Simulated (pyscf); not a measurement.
Homolytic dissociation enthalpies at 298 K of Ge–Si, Si–Si, Sn–Sn bonds in 8 gas-phase molecules, in eV. Structures and frequencies: ωB97X-D3(BJ)/def2-SVP in PySCF. MP2 and CC: frozen core, UHF for open shells. ΔMP2 is the change of the MP2 total energy from the triple- to the quadruple-zeta basis. Both columns use the same structures and thermal terms. Rows were drawn at random from the closed-shell molecules with such a bond whose radicals are computed, keep their shape and have no isomer in the data more than 5 kcal/mol lower.

| row | molecule | radicals | B3LYP-D3(BJ)/def2-TZVP | CCSD(T)/def2-TZVPP + ΔMP2(QZVPP) |
|---|---|---|---|---|
| 1 | H₃Sn–SnH₃ | SnH₃• + SnH₃• | 2.46 | ? |
| 2 | H₃Si–GeH₂–Cl | SiH₃• + Cl–GeH₂• | 2.99 | 3.18 |
| 3 | Cl–SiH₂–SiH₂–Cl | •H₂Si–Cl + •H₂Si–Cl | 3.13 | 3.28 |
| 4 | H₃Si–GeH₂–PH₂ | SiH₃• + H₂P–GeH₂• | 2.93 | 3.12 |
| 5 | F–SiH(SiH₃)–SiH₃ | F–SiH•–SiH₃ + SiH₃• | 3.10 | 3.23 |
| 6 | H₃Si–SiH(Cl)–Cl | SiH₃• + Cl–SiH•–Cl | 3.15 | 3.30 |
| 7 | H₃Si–SiH₂–SiH₃ | SiH₃• + •H₂Si–SiH₃ | 3.12 | 3.22 |
| 8 | Cl–SiH₂–GeH₃ | •H₂Si–Cl + GeH₃• | 3.03 | 3.20 |

Task: Fit a line that carries the B3LYP-D3(BJ) values to the last column and predict row 1.

Result: In the 7 complete rows the last column lies 0.10 to 0.19 eV from B3LYP-D3(BJ) (mean 0.15, median 0.15). Least squares gives y = 1.10 + 0.69·x with residuals of 0.02 eV (root mean square). For row 1: 1.10 + 0.69 × 2.46 = 2.80 eV, an extrapolation. The computed value is 2.70 eV, 0.10 under the line. The CCSD(T) − MP2 part came from Ansatz, without density fitting, on the same reference. The frozen core leaves the outer d or s,p core shells of the metals and heavy elements correlated in the MP2 and CC values, and def2-TZVPP describes them poorly, which can shift differences by a few kcal/mol. Elements up to Kr have no core potential and no relativistic terms here. Elements past Kr carry the def2 core potentials, without spin-orbit coupling.
